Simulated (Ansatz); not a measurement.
**CHBe (quartet): the correlation ladder, def2-TZVPP**

The task here is to estimate one member of a computed series from the others.

The runs use Ansatz 0.2.0, Gaussian basis; def2-TZVPP, core rule «outside noble gas», up to 2 orbitals frozen.

Plan: UHF; ROHF; CCSD(T) on UHF.

2 further runs of the same task are left out: 2 set aside as unsound or not needed.

### What is computed

The geometry is a PBE0/def2-TZVP stationary point (not a proven minimum) of the parent state, kept for this charge and spin.

3 atoms, charge 0, spin multiplicity 4.

Atoms are counted from 1 here; the program's logs count them from 0.

Bond lengths: C1–Be2 1.624 Å, C1–H3 1.082 Å. Angles: Be2–C1–H3 180.0°.

As a file:

```csv
atom,x (Å),y (Å),z (Å)
C1,0.0000,0.0000,0.1808
Be2,0.0000,0.0000,-1.4434
H3,0.0000,0.0000,1.2625
```

Set-up of the first run:

The input, in.yaml:

```yaml
crystal:
  periodic: [false, false, false]
  atoms:
    - {symbol: C, position_ang: [0.000000, 0.000000, 0.180833]}
    - {symbol: Be, position_ang: [0.000000, 0.000000, -1.443367]}
    - {symbol: H, position_ang: [0.000000, 0.000000, 1.262533]}
basis:
  gaussian: {orbitals: def2-TZVPP}
magnetization: {spin_polarized: true, initial_magnetization: 3}
hamiltonian: {xc: hf}
output: {orbitals: {seedname: orbitals}}
```

Command:

```console
$ ansatz run in.yaml --threads 1 --pin off --events-out ev --progress --plain --max-ram 3968MiB --backend cpu
```

Steps of the session up to this table: UHF; ROHF; CCSD(T) on UHF.

One table of the session follows, with a row left open; its other results are not shown here.

```
  method  from UCCSD(T) (meV)
    ROHF              +4307.1
     UHF              +4133.0
    UMP2                    ?
   UCCSD               +131.3
UCCSD(T)                    0
```

Estimate the missing values for UMP2.

The run gave: from UCCSD(T) (meV): +700.6. In the column «from UCCSD(T) (meV)» it lies between UCCSD (+131.3) and UHF (+4133.0).
